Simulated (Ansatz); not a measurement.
# [Cl···H···CH2], triplet in cc-pVDZ: errors against UCCSDT(Q)

Geometry: a point of a hydrogen-transfer path between rigid fragments, not a stationary point.

| atom | x (Å) | y (Å) | z (Å) |
| --- | --- | --- | --- |
| Cl | -0.7836 | 0.0000 | 0.0000 |
| H | 0.6204 | 0.0000 | 0.0000 |
| C | 1.8764 | 0.0000 | 0.0000 |
| H | 2.2909 | 0.0000 | 0.9962 |
| H | 2.2909 | 0.0000 | -0.9962 |

Basis cc-pVDZ; Ansatz 0.2.0. Correlated methods freeze the noble-gas cores, which leaves 14 electrons in 41 orbitals. Prefix R: restricted or restricted open-shell reference; prefix U: unrestricted. Active spaces: pair = (4e, 4o) about the gap; valence = (14e, 11o) chosen from the atoms' valence shells.

Full CI isn't at hand for all of this; UCCSDT(Q) serves as the reference, and is uncertain by about the last step of the cluster series. The frozen core follows each run's orbitals, which can shift R against U totals by a few meV.

For open shells CISD is restricted-active-space CI with the open shells as a complete middle space.

* UHF ⟨S²⟩: 2.040
* T1 diagnostic (RCCSD): 0.0214
* largest doubles amplitude (RCCSD): 0.044
* T1 diagnostic (UCCSD): 0.0118

```
   level  E − E(RHF) (eV)
     UHF          -0.3678
    RMP2          -7.3476
    UMP2          -7.2842
   RCCSD          -8.2612
   UCCSD          -8.2713
RCCSD(T)          -8.4280
UCCSD(T)          -8.4278
```

(1) Estimate how far UCCSDT(Q) in cc-pVDZ lies from RCCSD(T). The table doesn't fix it; the size of (T) and the diagnostics are the guide.

(1) UCCSDT(Q) in cc-pVDZ lies 3.1 kJ/mol below RCCSD(T), which is 19 % of the (T) step (-16.1 kJ/mol). The diagnostics are small and one determinant leads, so the series closes fast and only a small part of (T) is left.

The other levels:

```json
{"level": "CISD", "E − E(UCCSDT(Q)) (kJ/mol)": "83.9", "share of correlation (%)": "89.72", "wall time": "4.2 s"}
{"level": "BCCD(T)", "E − E(UCCSDT(Q)) (kJ/mol)": "3.2", "share of correlation (%)": "99.61", "wall time": "2.7 s"}
{"level": "RCCSDT", "E − E(UCCSDT(Q)) (kJ/mol)": "1.3", "share of correlation (%)": "99.84", "wall time": "–"}
{"level": "UCCSDT", "E − E(UCCSDT(Q)) (kJ/mol)": "1.1", "share of correlation (%)": "99.86", "wall time": "–"}
{"level": "RCCSDT(Q)", "E − E(UCCSDT(Q)) (kJ/mol)": "0.1", "share of correlation (%)": "99.99", "wall time": "47 s"}
{"level": "CASSCF (pair space)", "E − E(UCCSDT(Q)) (kJ/mol)": "756.4", "share of correlation (%)": "7.34", "wall time": "–"}
{"level": "NEVPT2 (pair space)", "E − E(UCCSDT(Q)) (kJ/mol)": "110.1", "share of correlation (%)": "86.52", "wall time": "2.7 s"}
{"level": "MRCISD (pair space)", "E − E(UCCSDT(Q)) (kJ/mol)": "74.0", "share of correlation (%)": "90.93", "wall time": "–"}
{"level": "MRCISD+Q (pair space)", "E − E(UCCSDT(Q)) (kJ/mol)": "6.9", "share of correlation (%)": "99.16", "wall time": "3.1 s"}
{"level": "CASSCF (valence space)", "E − E(UCCSDT(Q)) (kJ/mol)": "636.2", "share of correlation (%)": "22.06", "wall time": "–"}
{"level": "NEVPT2 (valence space)", "E − E(UCCSDT(Q)) (kJ/mol)": "137.5", "share of correlation (%)": "83.16", "wall time": "6 s"}
{"level": "MRCISD (valence space)", "E − E(UCCSDT(Q)) (kJ/mol)": "52.3", "share of correlation (%)": "93.60", "wall time": "–"}
{"level": "MRCISD+Q (valence space)", "E − E(UCCSDT(Q)) (kJ/mol)": "4.2", "share of correlation (%)": "99.49", "wall time": "11 s"}
```

The correlation energy at UCCSDT(Q), counted from RHF, is -8.461 eV. That run took 38 s on 1 thread of Arm Neoverse V2, shared host.

Times hold each run's SCF and search for its determinant on a shared host, so for small cases they say little of a method's own cost; they ran on 1 thread of Arm Neoverse V2.

Natural occupations of CASSCF (valence space) about the gap: 1.980 1.977 1.973 1.001 1.001 0.028 0.024 0.018; effectively unpaired electrons, Σ n²(2−n)², 2.01.
